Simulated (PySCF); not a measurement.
**Dipole moment and polarisability of isothiazole**

Isothiazole, C₃H₃NS.
Numbering: `[cH:1]1[cH:2][n:3][s:4][cH:5]1` (hydrogens: H6 on C1; H7 on C2; H8 on C5)

Geometry (PBE0-D3(BJ)/def2-SVP, Å), atoms numbered from 1 in this order:
```
atom  x, y, z in Å
C1    -0.7485   -0.0147   -0.0269
C2     0.1651   -1.1061   -0.0278
N3     1.4427   -0.8074    0.0264
S4     1.6155    0.8373    0.0840
C5    -0.0592    1.1702    0.0334
H6    -1.8341   -0.1033   -0.0684
H7    -0.1238   -2.1607   -0.0705
H8    -0.4577    2.1848    0.0498
```

Level: CAM-B3LYP/def2-SVPD (PySCF), static field, nuclei fixed, core orbitals frozen in the response. The polarisability tensor in these axes (au):

```
x   66.25  5.15  1.16
y    5.15 65.28  1.01
z    1.16  1.01 38.21
```

Task: Give the principal values, the mean and the anisotropy Δα = √{½[(α1 − α2)² + (α2 − α3)² + (α1 − α3)²]}.

Result: Principal values 38.14, 60.59 and 71.01 au; mean 56.58 au = 8.38 Å³ = 9.33 × 10⁻⁴⁰ C²·m²/J; Δα = 29.10 au (51 % of the mean).

Task: What is the dipole moment, and where does it point?

Result: (-2.23, 1.20, -0.04) D, 2.53 D in size, pointing from the negative to the positive side. Measured along this direction, the outermost atoms are N3 at the negative end and H6 at the positive end.

Task: Form Σ f/ω² (atomic units) for the 10 lowest TDDFT singlets, given as eV and f, and set it beside the mean polarisability, which is this sum over all singlets: 5.73, 0.1276; 5.79, 0.0024; 6.30, 0.0542; 6.30, 0.0001; 6.98, 0.0016; 7.33, 0.0006; 7.50, 0.0189; 7.59, 0.0035; 7.73, 0.0288; 7.85, 0.0859.

Result: They add up to 5.66 au, 10.0 % of the 56.58 au; the largest single term is 2.88 au, from the state at 5.73 eV. Terms in order: 2.88, 0.05, 1.01, 0.00, 0.03, 0.01, 0.25, 0.05, 0.36, 1.03 au. Higher excitations give the rest. The strengths listed sum to 0.324.

Task: Give the principal axes and the span of the nuclei along them.

Result: Largest value along (0.74, 0.67, 0.05), where the nuclei span 3.31 Å; middle along (-0.67, 0.74, 0.00), 3.49 Å; least along (-0.04, -0.03, 1.00), 0.00 Å. The strongest response doesn't lie along the longest of the three spans.

Task: What molar refraction does this α imply?

Result: Lorentz–Lorenz: R = (4π/3)N_A α = 2.5225 cm³/(mol·Å³) × 8.38 Å³ = 21.2 cm³/mol, in the limit of long wavelengths.

Task: Rayleigh depolarisation ratio (linearly polarised light, static tensor)?

Result: ρ = 3Δα²/(45ᾱ² + 4Δα²) = 2539.7/(144066 + 3386.3) = 0.0172.

Task: What would n − 1 = 2πNα be for an ideal gas of these molecules at 273.15 K and 1 atm, electronic part alone?

Result: N = p/kT = 2.6868 × 10¹⁹ cm⁻³, so n − 1 = 2π × N × 8.38 × 10⁻²⁴ cm³ = 1415 × 10⁻⁶ at long wavelengths, for an ideal gas.

Geometry: PBE0-D3(BJ)/def2-SVP; no solvent, vibrations or thermal averaging.

These values come from a run that also computed excited states and ΔSCF ions. Hardware: one thread, Arm Neoverse V1, no GPU (shared host). Cost: 64 s wall.
